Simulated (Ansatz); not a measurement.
# Which is lower?

Two relaxed structures of Al2H3Cl, closed shell (PBE0-D4/def2-TZVP; forces vanish, vibrations not checked).

A:

Al1  (-1.041, 0.545, -1.118)
Al2  (0.115, 0.085, 1.141)
Cl3  (1.792, 0.672, 2.274)
H4  (-0.841, -0.704, -2.067)
H5  (-2.364, 1.372, -0.857)
H6  (0.351, 1.331, -0.711)
(Å)

B:

```xyz
6
angstrom
Al -0.9108 0.2532 -0.9745
Al 0.8627 -0.4181 0.8066
Cl 1.3110 1.0099 2.2995
H -1.3229 -0.7476 -2.1426
H -1.6160 1.6774 -0.9322
H 1.6760 -1.7747 0.9433
```

Ansatz 0.2.0; basis: def2-TZVPP; cores frozen in the correlated methods. B3LYP uses VWN-RPA correlation.

Task: Which structure is lower at CCSD(T), and by how much? (To be estimated.)

Result: By the calculation: B, by 0.222 eV (electronic energy, against the other). By their contacts, A is Al₂H₃Cl ([AlH3][Al][Cl]) and B is Al₂H₃Cl ([AlH2][AlH][Cl]).

All methods give the same order:

| method | E(B) − E(A) (eV) |
| --- | --- |
| PBE-D4 | -0.012 |
| r2SCAN-D4 | -0.113 |
| PBE0-D4 | -0.129 |
| B3LYP-D4 | -0.122 |
| wB97M-V | -0.065 |
| HF | -0.489 |
| MP2 | -0.257 |
| CCSD | -0.269 |
| CCSD(T) | -0.222 |

The T1 diagnostic stays at or below 0.012.

Labels in which every atom is bracketed show which atoms are joined, not bond orders.

For scale, one of the runs: CCSD(T)/def2-TZVPP, 168 basis functions, launched by `ansatz run in.yaml --threads 2 --pin off --events-out ev --progress --plain --max-ram 4352MiB`. Hardware: 2 CPU threads of an Intel Xeon Platinum 8259CL, shared host. Wall time 15 s; peak host memory 1.2 GiB.
